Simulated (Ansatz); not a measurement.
# AlFH4O: the cost of one run

Method: RKS PBE0-D4/def2-SVPD, in Ansatz 0.2.0.

**1. The system as given**

Bond lengths: Al1–O2 2.130 Å, O2–H3 1.010 Å, Al1–H4 1.560 Å, Al1–H5 1.560 Å, Al1–F6 1.990 Å. Angles: Al1–O2–H3 109.5°, O2–Al1–H4 120.0°, O2–Al1–H5 120.0°, O2–Al1–F6 71.6°, H4–Al1–H5 120.0°, H4–Al1–F6 96.8°, H5–Al1–F6 101.3°.

Structure file:

```xyz
7

Al    0.0000    0.0000    0.0000
O     0.0000    0.0000    2.1300
H    -0.9095   -0.2814    2.4671
H     1.3510    0.0000   -0.7800
H    -1.3510    0.0000   -0.7800
F     0.0892    1.8864    0.6275
H     0.0593    1.2535    1.7062
```

**2. A restrained relaxation towards end A**

Springs on the bonds that form and break draw the guess towards this end; the thresholds are loose.

input.yaml reads:

```yaml
crystal:
  periodic: [false, false, false]
  atoms:
    - { symbol: Al, position_ang: [0.0, 0.0, 0.0] }
    - { symbol: O, position_ang: [0.0, 0.0, 2.13] }
    - { symbol: H, position_ang: [-0.9095, -0.2814, 2.4671] }
    - { symbol: H, position_ang: [1.351, 0.0, -0.78] }
    - { symbol: H, position_ang: [-1.351, 0.0, -0.78] }
    - { symbol: F, position_ang: [0.0892, 1.8864, 0.6275] }
    - { symbol: H, position_ang: [0.0593, 1.2535, 1.7062] }
basis:
  gaussian: { orbitals: def2-SVPD }
hamiltonian:
  xc: pbe0
  dispersion: d4
relax:
  f_tol: 0.15
  max_steps: 25
  restrain:
    - { distance: [0, 5], at: 2.89, k: 30.0 }
    - { distance: [6, 1], at: 2.21, k: 30.0 }
    - { distance: [0, 1], at: 1.78, k: 30.0 }
    - { distance: [6, 5], at: 0.92, k: 30.0 }
```

Launch:

```sh
> ansatz run input.yaml --threads 2 --pin off --max-ram 3072MiB --backend cpu --events-out ev --progress --plain --runs-dir out
```

**Question.** How long does this run take on 2 threads of Arm Neoverse V1, shared host, and how much memory does it need?

About 17 s, with a peak of 0.17 GiB.
